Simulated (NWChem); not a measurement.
All runs are NWChem calculations. System: disulfur (S$_{2}$), charge 0, spin multiplicity 3, at a geometry optimised with UPBE0/def2-SVP. Its SCF solution wasn't tested for a lower state. Level: UB3LYP/def2-TZVP, VWN1-RPA local correlation.

The NWChem input:

```
start mol
memory heap 200 mb stack 800 mb global 1000 mb
geometry units angstroms nocenter noautoz
  S      0.000000     0.000000     0.951971
  S      0.000000     0.000000    -0.951971
  symmetry group D2h
end
basis spherical
  * library def2-tzvp
end
dft
  xc b3lyp
  odft
  mult 3
  semidirect memsize 60000000 filesize 0
  iterations 100
end
task dft energy
```

NWChem printed:

```
             Northwest Computational Chemistry Package (NWChem) 7.3.0
             --------------------------------------------------------

                                NWChem Input Module
                                -------------------

 Scaling coordinates for geometry "geometry" by  1.889725989
 (inverse scale =  0.529177249)

 Turning off AUTOSYM since
 SYMMETRY directive was detected!

                             Geometry "geometry" -> ""
                             -------------------------

 Output coordinates in angstroms (scale by  1.889725989 to convert to a.u.)

  No.       Tag          Charge          X              Y              Z
 ---- ---------------- ---------- -------------- -------------- --------------
    1 S                   16.0000     0.00000000     0.00000000     0.95197100
    2 S                   16.0000     0.00000000     0.00000000    -0.95197100

 Effective nuclear repulsion energy (a.u.)      71.1520496653

            Nuclear Dipole moment (a.u.)
            ----------------------------
        X                 Y               Z
 ---------------- ---------------- ----------------
     0.0000000000     0.0000000000     0.0000000000

      Symmetry information
      --------------------

 Group name             D2h
 Group number             26
 Group order               8
 No. of unique centers     1

      Symmetry unique atoms

     1


 Summary of "ao basis" -> "" (spherical)
 ------------------------------------------------------------------------------
       Tag                 Description            Shells   Functions and Types
 ---------------- ------------------------------  ------  ---------------------
 *                         def2-tzvp                  on all atoms

                                 NWChem DFT Module
                                 -----------------

 Summary of "ao basis" -> "ao basis" (spherical)
 ------------------------------------------------------------------------------
       Tag                 Description            Shells   Functions and Types
 ---------------- ------------------------------  ------  ---------------------
[...]
   Bfn.  Coefficient  Atom+Function         Bfn.  Coefficient  Atom+Function
  ----- ------------  ---------------      ----- ------------  ---------------
     5      0.986235  1 S  s                 42     -0.986235  2 S  s
    20     -0.940953  1 S  pz                57     -0.940953  2 S  pz
    17     -0.399076  1 S  pz                54     -0.399076  2 S  pz
     4      0.160809  1 S  s                 41     -0.160809  2 S  s
     3     -0.158596  1 S  s                 40      0.158596  2 S  s

   alpha - beta orbital overlaps
   -----------------------------

   alpha      1      2      3      4      5      6      7      8      9     10
    beta      1      2      3      4      8      7      9     10      5      6
 overlap   1.000  1.000  1.000  1.000  1.000  1.000  1.000  1.000  1.000  1.000

   alpha     11     12     13     14     15     16     17     18     19     20
    beta     11     12     13     14     15     16     17     18     19     20
 overlap   0.999  0.999  0.999  0.998  0.998  0.999  0.999  0.999  0.999  0.995

   alpha     21     22     23     24     25     26     27     28     29     30
    beta     21     22     23     24     26     25     28     27     29     30
 overlap   0.995  1.000  1.000  1.000  0.993  0.993  0.999  0.999  1.000  1.000

   alpha     31     32     33     34     35     36     37     38     39     40
    beta     31     32     33     35     34     36     37     38     39     40
 overlap   1.000  1.000  0.999  1.000  1.000  1.000  1.000  1.000  1.000  1.000

   alpha     41     42     43     44     45     46     47     48     49     50
    beta     41     42     43     44     45     46     47     48     49     50
 overlap   1.000  1.000  1.000  1.000  1.000  1.000  1.000  1.000  1.000  1.000

   alpha     51     52     53     54     55     56     57     58     59     60
    beta     51     52     53     54     55     56     57     59     58     61
 overlap   1.000  1.000  1.000  1.000  1.000  1.000  1.000  1.000  1.000  1.000

   alpha     61     62     63     64     65     66     67     68     69     70
    beta     62     60     63     65     64     66     67     68     70     69
 overlap   1.000  1.000  1.000  1.000  1.000  1.000  1.000  1.000  1.000  1.000

   alpha     71     72     73     74
    beta     71     72     73     74
 overlap   1.000  1.000  1.000  1.000

     --------------------------
     Expectation value of S2:
     --------------------------
      <S2> =      2.0088 (Exact =     2.0000)

 center of mass
 --------------
 x =   0.00000000 y =   0.00000000 z =   0.00000000

 moments of inertia (a.u.)
 ------------------
         206.940674176105           0.000000000000           0.000000000000
           0.000000000000         206.940674176105           0.000000000000
           0.000000000000           0.000000000000           0.000000000000

     Multipole analysis of the density
     ---------------------------------

     L   x y z        total         alpha         beta         nuclear
     -   - - -        -----         -----         ----         -------
     0   0 0 0     -0.000000    -17.000000    -15.000000     32.000000

     1   1 0 0     -0.000000     -0.000000     -0.000000      0.000000
     1   0 1 0     -0.000000     -0.000000     -0.000000      0.000000
     1   0 0 1     -0.000000      0.000000     -0.000000      0.000000

     2   2 0 0    -19.153892    -11.417156     -7.736736      0.000000
     2   1 1 0      0.000000     -0.000000      0.000000      0.000000
     2   1 0 1      0.000000      0.000000      0.000000      0.000000
     2   0 2 0    -19.153892    -11.417156     -7.736736      0.000000
     2   0 1 1      0.000000      0.000000      0.000000      0.000000
     2   0 0 2    -17.803280    -66.117867    -55.246139    103.560726

 Task  times  cpu:        1.4s     wall:        1.4s

 Total times  cpu:        1.4s     wall:        1.4s
```
